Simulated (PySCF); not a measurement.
Job file and geometry (Å, from GFN2-xTB) of an NMR shielding run on `Fc1ccn[n-]1`, [C₃H₂FN₂]-, PySCF, GIAO PBE0/pcSseg-1 NMR shielding, non-relativistic, gas phase; density fitting, a coarse starting grid and PySCF grid level 2 are the driver's defaults:

```
$ OMP_NUM_THREADS=1 python probes_run.py task.json out

{"job": {"kind": "nmr", "xc": "PBE0", "basis": "pcSseg-1"}, "charge": -1, "multiplicity": 1}
F      2.363933     0.035165     0.251746
C      1.003590    -0.172267     0.218240
C      0.066489     0.682187    -0.347598
C     -1.113583    -0.014811    -0.094538
N     -0.866054    -1.153823     0.552281
N      0.458517    -1.254185     0.748877
H      0.222838     1.624814    -0.844728
H     -2.126672     0.262332    -0.353365
```

**Question.** What does the program print?

**Answer.** 
```
coarse grid: 7712 points
cycle   1  E = -324.3680569176  dE =  1.073e+00  |g| = 5.635e-01  |ddm| = 2.805e+00
cycle   2  E = -324.3344177330  dE =  3.364e-02  |g| = 7.324e-01  |ddm| = 1.295e+00
cycle   3  E = -324.4362604089  dE = -1.018e-01  |g| = 1.448e-01  |ddm| = 7.162e-01
cycle   4  E = -324.4402755866  dE = -4.015e-03  |g| = 6.021e-02  |ddm| = 1.574e-01
cycle   5  E = -324.4410549612  dE = -7.794e-04  |g| = 1.504e-02  |ddm| = 6.627e-02
cycle   6  E = -324.4411027150  dE = -4.775e-05  |g| = 4.601e-03  |ddm| = 1.672e-02
cycle   7  E = -324.4411069133  dE = -4.198e-06  |g| = 1.630e-03  |ddm| = 5.124e-03
final grid: 77960 points
cycle   8  E = -324.4808322005  dE = -2.167e-05  |g| = 7.326e-03  |ddm| = 2.328e-02
cycle   9  E = -324.4808178854  dE =  1.432e-05  |g| = 1.142e-02  |ddm| = 1.674e-02
cycle  10  E = -324.4808435303  dE = -2.564e-05  |g| = 1.443e-03  |ddm| = 9.805e-03
cycle  11  E = -324.4808439896  dE = -4.593e-07  |g| = 4.109e-04  |ddm| = 1.404e-03
cycle  12  E = -324.4808440228  dE = -3.319e-08  |g| = 1.378e-04  |ddm| = 4.358e-04
cycle  13  E = -324.4808440260  dE = -3.150e-09  |g| = 3.861e-05  |ddm| = 1.280e-04
cycle  14  E = -324.4808440262  dE = -2.556e-10  |g| = 1.759e-05  |ddm| = 4.426e-05
converged SCF energy = -324.4808440262

GIAO shielding tensors (ppm)
atom      isotropic    diamagn.    paramagn.     s11        s22        s33       span
  0 F      335.523     474.499    -138.976    250.314    366.956    389.299    138.985
  1 C       10.258     248.546    -238.288    -61.765     39.596     52.944    114.709
  2 C      107.530     255.740    -148.211     45.896    110.475    166.217    120.321
  3 C       52.431     250.591    -198.160    -45.224     78.010    124.506    169.729
  4 N      -77.822     327.454    -405.276   -320.320    -99.214    186.069    506.390
  5 N      -60.352     329.973    -390.324   -270.631    -79.645    169.221    439.853
  6 H       26.696      32.815      -6.119     25.524     26.801     27.764      2.240
  7 H       24.768      31.833      -7.065     23.163     25.260     25.881      2.718
```

**Question.** Turn these shieldings into chemical shifts. Chemical shifts δ = σref − σ; 19F (σref 170.95) against CFCl3; 13C (σref 186.93), 1H (σref 31.72) vs TMS; NH3 for 15N (σref 267.73), all at this level.

**Answer.** Averaging equivalent atoms: F 0: -164.6; C 1: 176.7; C 3: 134.5; C 2: 79.4; N 4: 345.6; N 5: 328.1; H 7: 6.95; H 6: 5.02 ppm. Unscaled 19F shifts against computed CFCl3 carry errors that often reach 10 to 50 ppm. Experimental scales use liquid or dissolved standards, which lie at an offset from isolated NH3 (liquid NH3: subtract about 20 ppm). Unscaled 15N shifts of sp2 nitrogen come out 20 to 40 ppm too high even then.

Size and cost of the density-fitted run: 112 basis functions, of the order of 18 core-seconds.
